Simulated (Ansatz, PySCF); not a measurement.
Breaking a bond: ClF, singlet.

- RKS-PBE = Ansatz (an electronic-structure program) with restricted PBE/cc-pVDZ
- UKS-PBE = unrestricted PBE/cc-pVDZ (Ansatz)
- RKS-r2SCAN = restricted r2SCAN/cc-pVDZ run with PySCF
- UCCSD(T) = PySCF with CCSD(T) on UHF/cc-pVDZ, 6 core orbitals frozen

Energies relative to the lowest point of each curve near equilibrium, in mEh; the last columns give the difference from UCCSD(T):

| R / Å | RKS-PBE | UKS-PBE | RKS-r2SCAN | UCCSD(T) | RKS-PBE − UCCSD(T) | UKS-PBE − UCCSD(T) | RKS-r2SCAN − UCCSD(T) |
|---|---|---|---|---|---|---|---|
| 1.31 | 138.5 | 138.5 | 133.7 | 140.4 | -1.9 | -1.9 | -6.7 |
| 1.37 | 85.7 | 85.7 | 81.8 | 87.0 | -1.3 | -1.3 | -5.2 |
| 1.47 | 32.4 | 32.4 | 29.9 | 33.1 | -0.7 | -0.7 | -3.2 |
| 1.53 | 14.9 | 14.9 | 13.2 | 15.4 | -0.6 | -0.6 | -2.3 |
| 1.58 | 6.0 | 6.0 | 5.0 | 6.5 | -0.5 | -0.5 | -1.5 |
| 1.62 | 1.8 | 1.8 | 1.4 | 2.3 | -0.4 | -0.4 | -0.9 |
| 1.65 | 0.1 | 0.1 | 0.0 | 0.5 | -0.4 | -0.4 | -0.5 |
| 1.73 | 0.0 | 0.0 | 0.9 | 0.0 | 0.0 | 0.0 | 0.9 |
| 1.79 | 3.1 | 3.1 | 4.7 | 3.4 | -0.3 | -0.3 | 1.3 |
| 1.90 | 13.3 | 13.3 | 16.1 | 13.4 | -0.1 | -0.1 | 2.8 |
| 2.03 | 29.2 | 29.2 | 33.4 | 28.3 | 0.9 | 0.9 | 5.1 |
| 2.19 | 50.3 | 47.8 | 56.0 | 46.6 | 3.7 | 1.3 | 9.5 |
| 2.45 | 81.6 | 71.1 | 89.5 | 62.9 | 18.7 | 8.2 | 26.6 |
| 2.66 | 101.9 | 85.1 | 111.3 | 66.8 | 35.2 | 18.4 | 44.5 |
| 2.90 | 119.7 | 94.5 | — | — | — | — | — |
| 3.25 | 136.9 | 100.0 | — | — | — | — | — |
| 3.53 | 145.3 | 102.0 | — | — | — | — | — |
| 4.01 | 153.3 | 103.8 | — | — | — | — | — |
| 4.41 | 156.5 | 104.4 | — | — | — | — | — |
| 4.84 | 158.0 | 104.6 | — | — | — | — | — |
| 5.62 | 158.6 | 104.7 | — | — | — | — | — |
| 6.49 | 158.8 | 104.7 | — | — | — | — | — |

RKS-PBE is furthest from UCCSD(T) at 2.66 (35.2 mEh, above); its mean absolute difference over the points is 4.6 mEh.

UKS-PBE is furthest from UCCSD(T) at 2.66 (18.4 mEh, above); its mean absolute difference over the points is 2.5 mEh.

RKS-r2SCAN is furthest from UCCSD(T) at 2.66 (44.5 mEh, above); its mean absolute difference over the points is 7.9 mEh.

A dash means that the run gave no value there, or that the column was ended at a point which the program doubted or which failed a test of continuity chosen for this set; such a test can also cut sound points.

The restricted form behind RKS-PBE, RKS-r2SCAN keeps the bonding electrons paired and can't separate into open-shell fragments. The unrestricted determinant behind UKS-PBE is spin-contaminated at 2.19 to 6.49 Å (<S²> up to 1.0, against 0.00 for a pure singlet). The unrestricted determinant behind UCCSD(T) is spin-contaminated at 1.79 to 6.49 Å (<S²> up to 1.0, against 0.00 for a pure singlet).
